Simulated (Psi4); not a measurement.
Process, species as SMILES: [SiH3]C (CH3-SiH3) + [H][H] (H2) → C (CH4) + [SiH4] (SiH4)
B3LYP-D3(BJ)/def2-TZVP geometries, fixed; electronic energies without zero-point terms.
Largest species:
```xyz
8

C      0.0034    -0.0064    -1.2421
Si    -0.0017     0.0033     0.6340
H      0.0118    -1.0282    -1.6256
H     -0.8824     0.4951    -1.6359
H      0.8840     0.5079    -1.6311
H     -0.0132     1.3943     1.1492
H     -1.2005    -0.6969     1.1567
H      1.2042    -0.6795     1.1632
```
Charge 0, spin multiplicity 1.

Effect of the grid (radial, spherical points) at M06-2X/aug-cc-pV(T+d)Z with Psi4, against the last row, where the energy of full hydrogenation is -5.91 kcal/mol. Cost is core time over that of grid: 35, 110, rough, on shared machines of one kind.

| setting | grid points, largest species | largest shift of a total energy (mEh) | shift of the energy of full hydrogenation (kcal/mol) | cost |
|---|---|---|---|---|
| grid: 35, 110 | 30227 | 9.261 | -0.070 | 1× |
| grid: 50, 194 | 76049 | 1.485 | 0.194 | 1× |
| grid: 75, 302 | 174950 | -0.038 | -0.022 | 2× |
| grid: 99, 590 | 448019 | 0.003 | 0.001 | 5× |
| grid: 150, 974 | 1118345 | 0.000 | 0.000 | 10× |

Within 0.02 kcal/mol in the energy of full hydrogenation: grid: 99, 590. The largest shift is 9.261 mEh in a total energy and 0.194 kcal/mol in the difference.
